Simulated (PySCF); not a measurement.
All of these have the formula C3H5N3. Computed with PySCF 2.14.0, density-fitted response routines, TDDFT PBE0/def2-SVPD, vertical, gas phase, core orbitals frozen in the response. Geometries: PBE0-D3(BJ)/def2-SVP; one conformer of each isolated species. Triplets are in the Tamm–Dancoff approximation.

A. `c1c(N)cn[nH]1`
B. `Cn1cncn1`
C. `Cn1cnnc1`

Lowest singlet levels (six at most, fewer where fewer were computed) with oscillator strengths:

1. 5.72 eV (f 0.000); 6.34 eV (f 0.011); 6.64 eV (f 0.000); 6.92 eV (f 0.000); 6.99 eV (f 0.116); 7.22 eV (f 0.005); T1 5.00 eV
2. 6.31 eV (f 0.004); 6.98 eV (f 0.122); 7.16 eV (f 0.001); 7.36 eV (f 0.001); 7.39 eV (f 0.035); 7.66 eV (f 0.010)
3. 5.36 eV (f 0.004); 5.59 eV (f 0.066); 5.81 eV (f 0.001); 6.48 eV (f 0.003); 6.86 eV (f 0.022); 6.89 eV (f 0.011); T1 4.13 eV

**Question.** Match each spectrum to its molecule.

**Answer.** 1 = C, 2 = B, 3 = A.
- A: S1 at 5.36 eV, HOMO→LUMO+1 (90%); Löwdin shares by element: HOMO nitrogen 41% or more, carbon 35% or more (atoms not listed hold the other 23%); LUMO nitrogen 44% or more, carbon 32% or more (atoms not listed hold the other 23%); HOMO -5.89 and LUMO 0.54 eV.
- B: S1 at 6.31 eV, HOMO-1→LUMO (99%); Löwdin shares by element: HOMO nitrogen 45% or more, carbon 42% or more; LUMO nitrogen 51%, carbon 24% or more (atoms not listed hold the other 24%); HOMO -7.71 and LUMO 0.03 eV; point group Cs.
- C: S1 at 5.72 eV, HOMO→LUMO (99%); Löwdin shares by element: HOMO nitrogen 80% or more, carbon 16% or more; LUMO carbon 38% or more, nitrogen 30% or more (atoms not listed hold the other 32%); HOMO -7.23 and LUMO 0.14 eV.
